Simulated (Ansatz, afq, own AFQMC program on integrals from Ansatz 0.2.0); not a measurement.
**CH₂Al (quartet): AFQMC on the coupled-cluster ladder at distance Al1–C2 = 5.145 Å, cc-pVDZ**

Aim: compute CH₂Al (quartet) with auxiliary-field quantum Monte Carlo on the same integrals as coupled cluster, and set the energies side by side.

Computed with Ansatz 0.2.0, Gaussian basis, and an in-house AFQMC program (afq) on its integrals; all values are calculated. Level: cc-pVDZ, frozen cores.

The runs, in order: PBE (unrestricted); r2SCAN (unrestricted); PBE0 (unrestricted); B3LYP (unrestricted); wB97M-V (unrestricted); B2PLYP (unrestricted); CCSD(T) on UHF; CCSDT(Q) on UHF; Phaseless AFQMC, CISD trial on UHF.

### 1 The geometry

The geometry derives from a PBE0/def2-TZVP stationary point (not a proven minimum). One bond is set to the value named and the two fragments are kept rigid.

4 atoms, charge 0, spin multiplicity 4.

Atoms are counted from 1 here; the program's logs count them from 0.

Bond lengths: Al1–H3 1.613 Å, C2–H4 1.088 Å.

### 2 PBE (unrestricted)

Contents of in.yaml:

```yaml
crystal:
  periodic: [false, false, false]
  atoms:
    - {symbol: Al, position_ang: [0.000000, -0.596783, 2.604667]}
    - {symbol: C, position_ang: [0.000000, -0.370722, -2.535364]}
    - {symbol: H, position_ang: [0.000000, 0.799309, 3.411779]}
    - {symbol: H, position_ang: [0.000000, 0.168197, -3.481083]}
basis:
  gaussian: {orbitals: cc-pVDZ}
magnetization: {spin_polarized: true, initial_magnetization: 3}
hamiltonian: {xc: {name: PBE}}
output: {orbitals: {seedname: orbitals}}
```

Command:

```bash
> ansatz run in.yaml --threads 1 --pin off --events-out ev --progress --plain --max-ram 1382MiB
```

Standard output:

```text
Functional definition: PBE
  name "PBE"
  cite "Perdew, Burke & Ernzerhof, Phys. Rev. Lett. 77, 3865 (1996) doi:10.1103/PhysRevLett.77.3865"
  parent pbe
  parameter kappa = 0.804
  parameter beta = 0.06672455060314922
  exchange = pbe_x(kappa = kappa, mu = beta*pi^2/3)
  correlation = pbe_c(beta = beta)
549 factors; their error is unknown
mean field evaluation 1: about -7643.2683 eV, gradient 2.7e1 eV
mean field evaluation 2: about -7488.3026 eV, gradient 5.4e1 eV
mean field evaluation 4: about -7651.5021 eV, gradient 9.7e0 eV
mean field evaluation 8: about -7652.5024 eV, gradient 2.0e0 eV
mean field evaluation 16: about -7652.5313 eV, gradient 7.4e-3 eV
mean field evaluation 32: about -7652.4984 eV, gradient 4.3e-1 eV
mean field -7652.53135559 eV, -281.2253402460 hartree, gradient 1.7e-5 eV, S^2 3.752862; 6 other end points of the search recorded, 0 dependent functions left out
reference -7652.53139456 eV, -281.2253416781 hartree; 12, 9 occupied and 30, 33 virtual orbitals, 549 factors
Total energy: -7652.53139456 eV, -281.2253416781 hartree
```

Run time: 1.8 s. Hardware: 1 thread of Intel Xeon Platinum 8259CL at 2.50GHz (Skylake/Cascade Lake), shared host.

From the report: ⟨S²⟩ of the determinant 3.753 (pure quartet: 3.75).

### 3 r2SCAN (unrestricted)

Edit in.yaml of step 2 so:

```diff
@@ -10,3 +10,2 @@
 magnetization: {spin_polarized: true, initial_magnetization: 3}
-hamiltonian: {xc: {name: PBE}}
-output: {orbitals: {seedname: orbitals}}
+hamiltonian: {xc: {name: r2SCAN}}
```

Same command.

Standard output:

```text
Functional definition: r2SCAN
  name "r2SCAN"
  cite "Furness, Kaplan, Ning, Perdew & Sun, J. Phys. Chem. Lett. 11, 8208 (2020) doi:10.1021/acs.jpclett.0c02405"
  cite "Furness, Kaplan, Ning, Perdew & Sun, J. Phys. Chem. Lett. 11, 9248 (2020) doi:10.1021/acs.jpclett.0c03077"
  parent r2scan
  parameter k0 = 0.174
  parameter k1 = 0.065
  parameter a1 = 4.9479
  exchange = r2scan_x(k0 = k0, k1 = k1, a1 = a1)
  correlation = r2scan_c
549 factors; their error is unknown
mean field evaluation 1: about -7648.2471 eV, gradient 2.4e1 eV
mean field evaluation 2: about -7494.5363 eV, gradient 5.2e1 eV
mean field evaluation 4: about -7617.4630 eV, gradient 3.1e1 eV
mean field evaluation 8: about -7656.6592 eV, gradient 1.7e0 eV
mean field evaluation 16: about -7656.6651 eV, gradient 7.5e-3 eV
mean field evaluation 32: about -7650.6968 eV, gradient 1.5e1 eV
mean field -7656.66510527 eV, -281.3772527447 hartree, gradient 1.1e-5 eV, S^2 3.753836; 5 other end points of the search recorded, 0 dependent functions left out
reference -7656.66511971 eV, -281.3772532754 hartree; 12, 9 occupied and 30, 33 virtual orbitals, 549 factors
Total energy: -7656.66511971 eV, -281.3772532754 hartree
```

It took 4.8 s on 1 thread of Intel Xeon Platinum 8259CL at 2.50GHz (Skylake/Cascade Lake), shared host.

From the report: ⟨S²⟩ of the determinant 3.754 (pure quartet: 3.75).

### 4 PBE0 (unrestricted)

Edit in.yaml of step 3 so:

```diff
@@ -10,2 +10,3 @@
 magnetization: {spin_polarized: true, initial_magnetization: 3}
-hamiltonian: {xc: {name: r2SCAN}}
+hamiltonian: {xc: {name: PBE0}}
+output: {orbitals: {seedname: orbitals}}
```

The command is unchanged.

Standard output (excerpt; [...] marks lines left out):

```text
Functional definition: PBE0
  name "PBE0"
  cite "Adamo & Barone, J. Chem. Phys. 110, 6158 (1999) doi:10.1063/1.478522"
  cite "Perdew, Burke & Ernzerhof, Phys. Rev. Lett. 77, 3865 (1996) doi:10.1103/PhysRevLett.77.3865"
  parent pbe
[...]
401 factors; integrals over basis functions are off by at most 1.1e-3 eV
[...]
mean field -7653.52781658 eV, -281.2619595117 hartree, gradient 3.9e-5 eV, S^2 3.751590; 3 other end points of the search recorded, 0 dependent functions left out
reference -7653.52784547 eV, -281.2619605734 hartree; 12, 9 occupied and 30, 33 virtual orbitals, 401 factors
Total energy: -7653.52784547 eV, -281.2619605734 hartree
```

Wall time 1.9 s (1 thread of Intel Xeon Platinum 8259CL at 2.50GHz (Skylake/Cascade Lake), shared host).

From the report: ⟨S²⟩ of the determinant 3.752 (pure quartet: 3.75).

### 5 B3LYP (unrestricted)

Edit in.yaml of step 4 so:

```diff
@@ -10,3 +10,2 @@
 magnetization: {spin_polarized: true, initial_magnetization: 3}
-hamiltonian: {xc: {name: PBE0}}
-output: {orbitals: {seedname: orbitals}}
+hamiltonian: {xc: {name: B3LYP}}
```

Launched as before.

Standard output (excerpt; [...] marks lines left out):

```text
Functional definition: B3LYP
  name "B3LYP"
  cite "Stephens, Devlin, Chabalowski & Frisch, J. Phys. Chem. 98, 11623 (1994) doi:10.1021/j100096a001"
  cite "Becke, Phys. Rev. A 38, 3098 (1988) doi:10.1103/PhysRevA.38.3098"
  cite "Lee, Yang & Parr, Phys. Rev. B 37, 785 (1988) doi:10.1103/PhysRevB.37.785"
  cite "Vosko, Wilk & Nusair, Can. J. Phys. 58, 1200 (1980) doi:10.1139/p80-159"
[...]
401 factors; integrals over basis functions are off by at most 1.1e-3 eV
[...]
mean field -7658.62368163 eV, -281.4492290985 hartree, gradient 2.5e-5 eV, S^2 3.752050; 7 other end points of the search recorded, 0 dependent functions left out
reference -7658.62392953 eV, -281.4492382084 hartree; 12, 9 occupied and 30, 33 virtual orbitals, 401 factors
Total energy: -7658.62392953 eV, -281.4492382084 hartree
```

It took 2.6 s on 1 thread of Intel Xeon Platinum 8259CL at 2.50GHz (Skylake/Cascade Lake), shared host.

From the report: ⟨S²⟩ of the determinant 3.752 (pure quartet: 3.75).

### 6 wB97M-V (unrestricted)

Edit in.yaml of step 5 so:

```diff
@@ -10,2 +10,3 @@
 magnetization: {spin_polarized: true, initial_magnetization: 3}
-hamiltonian: {xc: {name: B3LYP}}
+hamiltonian: {xc: {name: wB97M-V}}
+output: {orbitals: {seedname: orbitals}}
```

The command is unchanged.

Standard output (excerpt; [...] marks lines left out):

```text
Functional definition: wB97M-V
  name "wB97M-V"
  cite "Mardirossian & Head-Gordon, J. Chem. Phys. 144, 214110 (2016) doi:10.1063/1.4952647"
  cite "Becke, J. Chem. Phys. 107, 8554 (1997) doi:10.1063/1.475007"
  cite "Vydrov & Van Voorhis, J. Chem. Phys. 133, 244103 (2010) doi:10.1063/1.3521275"
  # Of w^i u^j: cxij and so on, Table III.
[...]
  gx(w, u) = 1 - cx + cx01*u + cx10*w
  gss(w, u) = css00 + css04*u^4 + css10*w + css20*w^2 + css43*w^4*u^3
  gos(w, u) = cos00 + cos10*w + (cos20 + cos21*u)*w^2 + (cos60 + cos61*u)*w^6
[...]
      + integral(e_c_pw_mod_opposite_spin*gos(b97_w_opposite, b97_u_opposite)) + vv10(b, c)
401 factors; integrals over basis functions are off by at most 1.1e-3 eV
145 factors; integrals over basis functions are off by at most 3.0e-5 eV
[...]
mean field -7656.90386714 eV, -281.3860270816 hartree, gradient 4.3e-5 eV, S^2 3.751155; 0 other end points of the search recorded, 0 dependent functions left out
reference -7656.90391234 eV, -281.3860287425 hartree; 12, 9 occupied and 30, 33 virtual orbitals, 401 factors
Total energy: -7656.90391234 eV, -281.3860287425 hartree
```

It took 4.5 s on 1 thread of Intel Xeon Platinum 8259CL at 2.50GHz (Skylake/Cascade Lake), shared host.

From the report: ⟨S²⟩ of the determinant 3.751 (pure quartet: 3.75).

### 7 B2PLYP (unrestricted)

Edit in.yaml of step 6 so:

```diff
@@ -10,3 +10,3 @@
 magnetization: {spin_polarized: true, initial_magnetization: 3}
-hamiltonian: {xc: {name: wB97M-V}}
-output: {orbitals: {seedname: orbitals}}
+hamiltonian: {xc: {name: B2PLYP}}
+correlation: {electrons: outside_noble_gas}
```

Same command.

Standard output (excerpt; [...] marks lines left out):

```text
Functional definition: B2PLYP
  name "B2PLYP"
  cite "Grimme, J. Chem. Phys. 124, 034108 (2006) doi:10.1063/1.2148954"
  cite "Becke, Phys. Rev. A 38, 3098 (1988) doi:10.1103/PhysRevA.38.3098"
  cite "Lee, Yang & Parr, Phys. Rev. B 37, 785 (1988) doi:10.1103/PhysRevB.37.785"
[...]
401 factors; integrals over basis functions are off by at most 1.1e-3 eV
[...]
mean field -7652.54441376 eV, -281.2258201247 hartree, gradient 1.6e-6 eV, S^2 3.752050; 4 other end points of the search recorded, 0 dependent functions left out
6 core orbitals not correlated: weight in the atoms' cores, before any rotation towards them, 1.000 or more for the frozen orbitals, at most 0.000 for the correlated occupied ones
reference -7652.54457012 eV, -281.2258258709 hartree; 6, 3 occupied and 30, 33 virtual orbitals, 401 factors
second order -3.89176031 eV of doubles, -0.00000000 eV of singles
Total energy: -7653.59534540 eV, -281.2644411503 hartree
```

Run time: 2.9 s. Hardware: 1 thread of Intel Xeon Platinum 8259CL at 2.50GHz (Skylake/Cascade Lake), shared host.

From the report: ⟨S²⟩ of the determinant 3.752 (pure quartet: 3.75).

### 8 CCSD(T) on UHF

Edit in.yaml of step 7 so:

```diff
@@ -10,3 +10,2 @@
 magnetization: {spin_polarized: true, initial_magnetization: 3}
-hamiltonian: {xc: {name: B2PLYP}}
-correlation: {electrons: outside_noble_gas}
+correlation: {method: ccsd_t, electrons: outside_noble_gas, hamiltonian_folder: ham}
```

Launched as before.

Standard output (excerpt; [...] marks lines left out):

```text
Functional definition: HF
  name "HF"
  cite "Fock, Z. Phys. 61, 126 (1930) doi:10.1007/BF01340294"
  parent pbe
[...]
401 factors; integrals over basis functions are off by at most 1.1e-3 eV
[...]
mean field -7639.19485103 eV, -280.7352327433 hartree, gradient 7.9e-6 eV, S^2 3.912089; 23 other end points of the search recorded, 0 dependent functions left out
determinant -7639.19485103 eV, -280.7352327433 hartree, with singles and doubles -7643.27331572 eV, -280.8851135559 hartree
determinant -7637.80367131 eV, -280.6841078315 hartree, with singles and doubles -7641.98080190 eV, -280.8376145491 hartree
determinant -7637.79606499 eV, -280.6838283044 hartree, with singles and doubles -7641.97358751 eV, -280.8373494252 hartree
determinant -7637.76652708 eV, -280.6827428060 hartree, with singles and doubles -7641.95059699 eV, -280.8365045392 hartree
[...]
determinant -7639.18174953 eV, -280.7347512717 hartree, with singles and doubles -7643.27663847 eV, -280.8852356647 hartree
determinant -7639.19485103 eV, -280.7352327433 hartree, with singles and doubles -7643.27575007 eV, -280.8852030166 hartree
determinant -7639.18174953 eV, -280.7347512717 hartree, with singles and doubles -7643.27690638 eV, -280.8852455103 hartree
6 core orbitals not correlated: weight in the atoms' cores, before any rotation towards them, 1.000 or more for the frozen orbitals, at most 0.000 for the correlated occupied ones
reference -7639.18174944 eV, -280.7347512685 hartree; 6, 3 occupied and 30, 33 virtual orbitals, 401 factors
second order -3.06928766 eV of doubles, -0.00000000 eV of singles
cycle   1  -4.09514406 eV  change    1.3e-5 eV  update   1.4e-4
[...]
cycle   5  -4.09515343 eV  change   -2.2e-8 eV  update   7.2e-6
perturbative correction -0.05566086 eV, -0.0020454990 hartree
Total energy: -7643.33256374 eV, -280.8872908804 hartree
```

Wall time 8.5 s (1 thread of Intel Xeon Platinum 8259CL at 2.50GHz (Skylake/Cascade Lake), shared host).

From the report: ⟨S²⟩ of the determinant 3.754 (pure quartet: 3.75); correlation -4.1508 eV; T1 0.016; largest double amplitude 0.10.

This run also writes the integrals to the folder ham.

### 9 CCSDT(Q) on UHF

Edit in.yaml of step 8 so:

```diff
@@ -10,2 +10,2 @@
 magnetization: {spin_polarized: true, initial_magnetization: 3}
-correlation: {method: ccsd_t, electrons: outside_noble_gas, hamiltonian_folder: ham}
+correlation: {method: ccsdt_q, electrons: outside_noble_gas}
```

The command is unchanged.

Standard output (excerpt; [...] marks lines left out):

```text
Functional definition: HF
  name "HF"
  cite "Fock, Z. Phys. 61, 126 (1930) doi:10.1007/BF01340294"
  parent pbe
[...]
729 factors; integrals over basis functions are off by at most 1.8e-7 eV
[...]
mean field -7639.19488149 eV, -280.7352338626 hartree, gradient 8.2e-6 eV, S^2 3.912083; 23 other end points of the search recorded, 0 dependent functions left out
determinant -7639.19488149 eV, -280.7352338626 hartree, with singles and doubles -7643.27335304 eV, -280.8851149274 hartree
determinant -7637.80371022 eV, -280.6841092613 hartree, with singles and doubles -7641.98084304 eV, -280.8376160612 hartree
determinant -7637.79610356 eV, -280.6838297216 hartree, with singles and doubles -7641.97362873 eV, -280.8373509399 hartree
determinant -7637.76658440 eV, -280.6827449127 hartree, with singles and doubles -7641.95065596 eV, -280.8365067064 hartree
[...]
determinant -7639.18178486 eV, -280.7347525704 hartree, with singles and doubles -7643.27667429 eV, -280.8852369811 hartree
determinant -7639.19488149 eV, -280.7352338626 hartree, with singles and doubles -7643.27578595 eV, -280.8852043352 hartree
determinant -7639.18178486 eV, -280.7347525704 hartree, with singles and doubles -7643.27694216 eV, -280.8852468252 hartree
6 core orbitals not correlated: weight in the atoms' cores, before any rotation towards them, 1.000 or more for the frozen orbitals, at most 0.000 for the correlated occupied ones
reference -7639.18178476 eV, -280.7347525665 hartree; 6, 3 occupied and 30, 33 virtual orbitals, 729 factors
second order -3.06931642 eV of doubles, -0.00000000 eV of singles
cycle   1  -3.76107086 eV  change   -6.9e-1 eV  update   7.7e-2
[...]
cycle  32  -4.16796659 eV  change    1.2e-8 eV  update   1.1e-6
perturbative correction -0.00179740 eV, -0.0000660533 hartree
Total energy: -7643.35154875 eV, -280.8879885669 hartree
```

It took 27 s on 1 thread of Intel Xeon Platinum 8259CL at 2.50GHz (Skylake/Cascade Lake), shared host; peak memory 0.25 GiB.

From the report: ⟨S²⟩ of the determinant 3.754 (pure quartet: 3.75); correlation -4.1698 eV; T1 0.016; largest double amplitude 0.10.

### 10 Phaseless AFQMC, CISD trial on UHF

It reads the integrals that the CCSD(T) run on this determinant wrote.

Command:

```bash
> afq ham --method phaseless --trial cisd --walkers 60 --populations 1 --least-time 40 --time-step 0.005 --steps-per-block 50 --equilibration-blocks 40 --max-blocks 300 --target-error 0.00072 --factor-cut 1e-05 --start spin_pure --seed 3171 --release-times 0.24,0.51,0.99,1.62,2.4 --release-step 0.03 --release-every 4 --taylor-order 6
```

Standard output:

```text
orbitals 36  electrons 6 3  factors 234 of 401
reference energy -280.73475127 Eh
CCSD correlation -0.15049405 Eh in 15 cycles, weight of the determinant in the CISD state 0.8850
energy of the start -280.885195 Eh
 block  time / (1/Eh)  mean weight  energy / Eh
     1     0.250  1.0005  -280.883821
     2     0.500  1.0025  -280.884331
     3     0.750  0.9981  -280.884430
     4     1.000  0.9998  -280.884756
     5     1.250  0.9980  -280.885749
     6     1.500  0.9995  -280.885533
     7     1.750  0.9978  -280.885696
     8     2.000  0.9995  -280.887741
     9     2.250  1.0008  -280.887614
    10     2.500  0.9995  -280.885671
    11     2.750  1.0006  -280.885754
    16     4.000  1.0004  -280.888134
    21     5.250  0.9990  -280.889503
    26     6.500  1.0005  -280.886738
    31     7.750  1.0004  -280.886756
    36     9.000  1.0009  -280.886982
    41    10.250  1.0000  -280.885745
    46    11.500  0.9992  -280.887945
    51    12.750  1.0009  -280.888036
    56    14.000  1.0005  -280.887791
    61    15.250  0.9997  -280.887419
    66    16.500  1.0009  -280.887313
    71    17.750  1.0008  -280.886842
    76    19.000  1.0015  -280.891334
    81    20.250  1.0012  -280.887378
    86    21.500  0.9998  -280.889490
    91    22.750  0.9984  -280.885496
    96    24.000  1.0008  -280.887636
   101    25.250  0.9993  -280.888759
   106    26.500  0.9996  -280.890310
   111    27.750  1.0011  -280.887351
   116    29.000  1.0010  -280.888022
   121    30.250  1.0008  -280.887207
   126    31.500  0.9999  -280.890104
   131    32.750  1.0034  -280.885168
   136    34.000  1.0003  -280.887703
   141    35.250  0.9989  -280.887144
   146    36.500  1.0000  -280.887860
   151    37.750  1.0009  -280.887186
   156    39.000  1.0009  -280.888276
   161    40.250  1.0000  -280.892083
   166    41.500  1.0002  -280.887945
   171    42.750  1.0014  -280.888614
   176    44.000  1.0002  -280.886874
   181    45.250  0.9998  -280.889155
   186    46.500  0.9985  -280.890228
   191    47.750  0.9997  -280.885649
   196    49.000  1.0002  -280.889832
blocks merged  error / Eh  count
     1  0.000152  160
     2  0.000185  80
     4  0.000219  40
     8  0.000219  20
    16  0.000175  10
released: time / (1/Eh)  energy / Eh  error  mean overlap
  0.24  -280.887667  0.000258  1.0045
  0.51  -280.887762  0.000190  0.9951
  0.99  -280.888210  0.000255  0.9874
  1.62  -280.887859  0.000271  0.9812
  2.40  -280.888199  0.000315  0.9610
energy -280.887736 +/- 0.000219 Eh
```

It took 3.8 min on 1 thread of Intel Xeon Platinum 8259CL at 2.50GHz (Skylake/Cascade Lake), shared host.

Energy -7643.3447 ± 0.0060 eV. Caveats: constraint bias not in the error.

### 11 All levels side by side

On the UHF determinant, counted from CCSDT(Q) (a yardstick, not exact):

```
                                              level  energy (eV)  from CCSDT(Q) (meV)  statistical error (meV)     time
                                                 HF   -7639.1817              +4169.8                                  
                                                MP2   -7642.2510              +1100.5                                  
                                               CCSD   -7643.2769                +74.6                                  
                                            CCSD(T)   -7643.3326                +19.0                                  
                                           CCSDT(Q)   -7643.3515                  0.0                                  
Phaseless AFQMC, CISD trial, step 0.005, 60 walkers   -7643.3447                 +6.9                      6.0  3.8 min
```

The functionals' totals stand on their own zeros and serve differences with other points: PBE -7652.531 eV; r2SCAN -7656.665 eV; PBE0 -7653.528 eV; B3LYP -7658.624 eV; wB97M-V -7656.904 eV; B2PLYP -7653.595 eV.

### 12 Summary of results

```
                                        quantity           value
                    CCSD(T) on UHF from CCSDT(Q)       +19.0 meV
Phaseless AFQMC, CISD trial on UHF from CCSDT(Q)  +6.9 ± 6.0 meV
```

On UHF the phaseless walk with the CISD trial lies +6.9 meV from CCSDT(Q), within three error bars. Error bars are statistical and leave out the constraint, the time step and what remains of the start.
